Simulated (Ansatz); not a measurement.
Results of HSE06+SOC (Ansatz, a quantum-chemistry and plane-wave program, plane waves, PAW) for cubic anti-perovskite Sr3BiN (cell taken from a computed entry).

Numerical settings: plane-wave cutoff 460 eV, 4×4×4 k mesh, Fermi–Dirac smearing 0.01 eV, PAW data made under PBE.

Cell (relaxed with PBEsol):

```
BiSr3N
1.0
    5.17103     0.00000     0.00000
    0.00000     5.17103     0.00000
    0.00000     0.00000     5.17103
Sr Bi N
3 1 1
Cartesian
  2.58552   2.58552   0.00000
  0.00000   2.58552   2.58552
  2.58552   0.00000   2.58552
  0.00000   0.00000   0.00000
  2.58552   2.58552   2.58552
```

**Question.** Predict the band gap.

**Answer.** 
- band gap = 0.57 eV (on the SCF k mesh) (direct)

Note: cell and atoms aren't relaxed at this level (pressure 1.3 GPa).

The computed numbers hold no vibrational or temperature effects.
